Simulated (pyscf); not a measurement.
Optimised with ωB97X-D3(BJ)/def2-SVP in PySCF.

Task: Estimate the classical barrier height and the reaction energy of H₃C–SiH(Cl)–Cl + H• -> H₃C–SiH•–Cl + HCl at ωB97M-D3(BJ)/def2-TZVP. The step runs on the doublet surface, breaks Cl–Si and forms Cl–H; take the separated reactants as zero.

Result: ΔE‡ = 1.00 eV, ΔE = +0.42 eV. Zero-point energy shifts the barrier by +0.03 eV. It is an atom transfer, with an imaginary mode of 735i cm⁻¹. The same reactants have a lower exit, to H₃C–Si•(Cl)–Cl + H₂ (barrier +0.21 eV at ωB97M-D3(BJ)/def2-TZVP, against +1.00 eV here). One saddle was located; it need not be the lowest between these sides. The angle at the transferred Cl is 174°.
